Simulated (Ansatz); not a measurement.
# AlSiH (singlet): the correlation ladder at distance Si1–Al2 = 2.940 Å, 6-31G

The task here is to estimate one member of a computed series from the others.

Program: Ansatz 0.2.0, Gaussian basis. Level of theory: 6-31G, core rule «outside noble gas», up to 10 orbitals frozen. These are calculated values, not measurements.

To be run: UHF; CCSD(T) on RHF; CCSD(T) on UHF; BCCD(T) on RHF; CISD; CCSDT(Q) on RHF; CCSDT(Q) on UHF; CISDTQ; CCSDTQ on RHF; CASSCF and MRCISD+Q, 2 electrons in 2 orbitals; CASSCF and NEVPT2, 2 electrons in 2 orbitals; CASSCF and MRCISD+Q, 8 electrons in 9 orbitals; CASSCF and NEVPT2, 8 electrons in 9 orbitals; Full CI.

24 further runs of the same task are left out: 3 for a known fault of the program, 1 for a mislabelled method, 16 that didn't finish, 4 set aside as unsound or not needed.

## The geometry

The geometry derives from a PBE0/def2-TZVP stationary point (not a proven minimum). One bond is set to the value named and the two fragments are kept rigid.

3 atoms, charge 0, spin multiplicity 1.

Atoms are counted from 1 here; the program's logs count them from 0.

Bond lengths: Al2–H3 1.595 Å.

The first run:

Contents of in.yaml:

```yaml
crystal:
  periodic: [false, false, false]
  atoms:
    - {symbol: Si, position_ang: [0.000000, 0.000000, 2.491602]}
    - {symbol: Al, position_ang: [0.000000, 0.000000, -0.448398]}
    - {symbol: H, position_ang: [0.000000, 0.000000, -2.043204]}
basis:
  gaussian: {orbitals: 6-31G}
magnetization: {spin_polarized: true, initial_magnetization: 0}
hamiltonian: {xc: hf}
output: {orbitals: {seedname: orbitals}}
```

Launch:

```sh
$ ansatz run in.yaml --threads 1 --pin off --events-out ev --progress --plain --max-ram 2393MiB
```

Among the steps run: UHF; CCSD(T) on RHF; CCSD(T) on UHF; BCCD(T) on RHF; CISD; CCSDT(Q) on RHF; CCSDT(Q) on UHF; CISDTQ; CCSDTQ on RHF; CASSCF and MRCISD+Q, 2 electrons in 2 orbitals; CASSCF and NEVPT2, 2 electrons in 2 orbitals; CASSCF and MRCISD+Q, 8 electrons in 9 orbitals; CASSCF and NEVPT2, 8 electrons in 9 orbitals; Full CI.

One of the session's tables, all rows but one given; the rest of the session is left out.

```
          method  from FCI (kcal/mol)
             RHF               +69.53
            RMP2               +27.73
            CISD               +12.05
           RCCSD                +6.12
        RCCSD(T)                +3.22
         BCCD(T)                +3.67
          RCCSDT                +1.54
          CISDTQ                +1.52
       RCCSDT(Q)                +0.32
         RCCSDTQ                +0.10
  CASSCF valence               +15.46
  NEVPT2 valence                +4.85
  MRCISD valence                    ?
MRCISD+Q valence                +0.08
             FCI                    0
```

Q: Estimate the row for MRCISD valence from the others.

**Answer.** from FCI (kcal/mol): +0.45. In the column «from FCI (kcal/mol)» it lies between RCCSDT(Q) (+0.32) and CISDTQ (+1.52).

Not comparable, so not listed: CASSCF and MRCISD+Q, 2 electrons in 2 orbitals (they don't share determinant, frozen orbitals or solution with the rows shown, or repeat one).

Limits of these values: The report flags that the cluster equations may have other roots. Left out of the table: CASSCF pair, NEVPT2 pair (the active space lost an orbital or holds another state than full CI finds). Left out of the table: UHF, UMP2, UCCSD, UCCSD(T), UCCSDT, UCCSDT(Q) (another determinant or state than the rows shown). The program flags RCCSDTQ as in doubt, so those rows may rest on another solution; read them beside their warnings. Warnings in the runs' records: passed over end.
